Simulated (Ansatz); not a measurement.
System: A-type hexagonal La₂O₃. Method: PBE-D3(BJ) (plane waves, PAW; Ansatz, an electronic-structure program).

Numerical settings: plane-wave cutoff 500 eV, 12×12×8 k mesh (along the axes of the cell as run), Fermi–Dirac smearing 0.05 eV, scalar-relativistic PAW data made under PBE.

Cell (relaxed at this level):

```cif
data_La2O3
_chemical_formula_sum 'La2 O3'
_space_group_name_H-M_alt 'P-3m1'
_space_group_IT_number 164
_space_group_name_Hall '-P 3 2"'
_cell_length_a 3.92281
_cell_length_b 3.92281
_cell_length_c 6.09911
_cell_angle_alpha 90.000
_cell_angle_beta 90.000
_cell_angle_gamma 120.000
loop_
_atom_site_label
_atom_site_type_symbol
_atom_site_symmetry_multiplicity
_atom_site_Wyckoff_symbol
_atom_site_fract_x
_atom_site_fract_y
_atom_site_fract_z
_atom_site_occupancy
La1 La 2 d 0.33333 0.66667 0.24575 1
O1 O 2 d 0.66667 0.33333 0.35396 1
O2 O 1 a 0.00000 0.00000 0.00000 1
```

Task: Give the computed band gap.

Result: 
- band gap: 3.85 eV (on the SCF k mesh)

Spin–orbit coupling is not included.

Static lattice: no zero-point or thermal effects.
